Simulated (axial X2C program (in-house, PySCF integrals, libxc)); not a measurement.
Nuclear properties of LiF⁺

Computed with an axial X2C code built on PySCF integrals: two-component X2C with atomic mean-field Coulomb and Gaunt terms, Gaussian nuclei, basis F dyall-av3z, Li dyall-cv3z with contracted cores.

R = 2.028 Å (near the PBE0 minimum at charge 1 of the determinant lowest at the starting distance; the state shown can have its own minimum elsewhere).

Determinant lowest in the PBE0 search, Ω = 3/2 (⟨Sz⟩ = 0.50, ⟨Lz⟩ = 1.00 at PBE0), spin on the atoms F 0.50, Li 0.00:

| level | Eeff magnitude (GV/cm) | Ws magnitude F (kHz) | A∥/gI F (MHz) | qzz F (a.u.) | A∥/gI Li (MHz) | qzz Li (a.u.) |
| --- | --- | --- | --- | --- | --- | --- |
| PBE0 | 0.00137 | 0.000323 | 377 | -2.53 | 1.65 | -0.01 |
| HF | 0.00222 | 0.000546 | 397 | -2.48 | 1.44 | -0.01 |
| BP86 | 0.00114 | 0.000263 | 365 | -2.57 | 1.77 | -0.01 |
| B3LYP | 0.00136 | 0.00032 | 381 | -2.57 | 1.56 | -0.01 |
| PBE50 | 0.00155 | 0.00037 | 382 | -2.51 | 1.62 | -0.01 |

Eeff is the effective electric field on the electron electric dipole moment in this Ω state and Ws the scalar–pseudoscalar constant of the nucleus named (defined with the proton number Z and per Ω); A∥ (defined per Ω) follows by multiplying with gI = μI/(I μN); qzz is the electric field gradient, eQq0 = 234.96 MHz × Q/barn × qzz. The operators were transformed with the bare-nucleus X2C matrices; with these basis sets, hyperfine constants and field gradients can be off by tens of per cent, and where levels differ in sign neither size nor sign is settled.

Problem. With gI(19F) = 5.2577, gI(7Li) = 2.1710 (g factors from the IAEA table of nuclear moments by Stone), turn the PBE0 values of the first state into constants in MHz.

Solution. A∥(19F) = 377 × 5.2577 = 1980 MHz; A∥(7Li) = 1.65 × 2.1710 = 3.58 MHz.

Each state is one determinant with collinear spin. Unrestricted Hartree–Fock can overshoot spin polarisation at the nuclei. The search compared states at one distance, so a state with another bond length can lie lower. Further determinants of the search, some of them spin-mixed, are not shown.
